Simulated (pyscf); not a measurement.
PySCF, gas phase, ωB97X-D3(BJ)/def2-SVP geometries. MP2 and CC: frozen core, UHF for open shells. ΔMP2 is the change of the MP2 total energy from the triple- to the quadruple-zeta basis.

Question: Estimate by transition-state theory the rate constant of H₃C–Be–NH₂ + CH₄ -> H₃C–Be–CH₃ + NH₃ (singlet surface; Be–N, C–H broken, Be–C, H–N formed) at 1200 K, with CCSD(T)/def2-TZVPP + ΔMP2(QZVPP) energies (ideal gas, 1 atm, RRHO with modes under 100 cm⁻¹ raised to 100, one conformer, R ln 2 for chiral ones without a mode under 150 cm⁻¹; no tunnelling).

Answer: The electronic barrier is 37.4 kcal/mol and the thermal terms add +35.0, so ΔG‡ = 72.4 kcal/mol. With k_BT/h = 2.50e+13 s⁻¹ and RT = 2.385 kcal/mol, and a volume of 1.64e-19 cm³ per molecule at 1 atm, k = 2.7e-19 cm³ molecule⁻¹ s⁻¹. Wigner's tunnelling factor for 1508i cm⁻¹ would be 1.14. A shift of 1 kcal/mol in the barrier changes k by a factor 1.5. On the product side the descent ends in an adduct with a Be–N contact (not fully relaxed), 19.1 kcal/mol under the separated species and 30.9 kcal/mol under the saddle at ωB97X-D3(BJ)/def2-TZVP. What is counted as broken (Be–N) persists as a longer contact in the product adduct; parting that adduct is a step of its own. At the saddle there is also a short Be–H contact that neither side keeps. This is the saddle that the search found; another between the same sides may lie lower. The CCSD(T) − MP2 part came from Ansatz, without density fitting, on the same reference.
